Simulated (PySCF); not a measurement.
Molecule: `C#C/C=N/C`, C4H5N.

Geometry (Å), atoms numbered from 1 in this order:
```xyz
10

C     2.936    0.121   -0.309
C     1.751   -0.064   -0.243
C     0.370   -0.345   -0.161
N    -0.497    0.567   -0.232
C    -1.881    0.249   -0.147
H     3.968    0.303   -0.369
H     0.123   -1.414   -0.032
H    -2.369    0.606   -1.055
H    -2.306    0.805    0.691
H    -2.087   -0.824   -0.018
```

Frames of a GFN2-xTB Langevin trajectory at 400 K; GIAO PBE0/pcSseg-1 shieldings in PySCF 2.14.0 with density-fitted response routines, gas phase, non-relativistic; equivalent atoms averaged within each frame.

Scale: TMS for 13C (σref 186.93) and 1H (σref 31.72); 15N (σref 267.73) against NH3 (reference shieldings calculated alike). The references are static minima.

Q: How do the shifts (ppm) fluctuate along the trajectory?

A: 
```csv
time (fs),C3,C1,C2,C5,N4,H7,H8/H9/H10,H6
optimised geometry,146.7,87.2,86.2,52.4,425.7,7.65,3.84,2.59
250,151.5,96.2,90.1,57.0,431.9,7.38,4.04,3.17
425,147.9,87.4,88.2,53.2,408.6,7.64,3.79,1.49
625,159.2,103.5,86.7,48.1,451.2,8.11,3.77,3.29
800,148.0,93.3,83.3,49.3,434.9,7.35,4.16,2.77
1000,152.2,95.8,88.1,58.3,462.0,8.03,5.04,2.24
mean of frames,151.8,95.2,87.3,53.2,437.7,7.70,4.16,2.59
standard deviation,4.6,5.8,2.5,4.5,20.4,0.36,0.52,0.74
```

5 frames give an uncertainty of the mean of about the standard deviation over 2.2 at best, since frames this close in time may not be independent; classical motion lacks zero-point vibration, and the reference would need the same averaging.
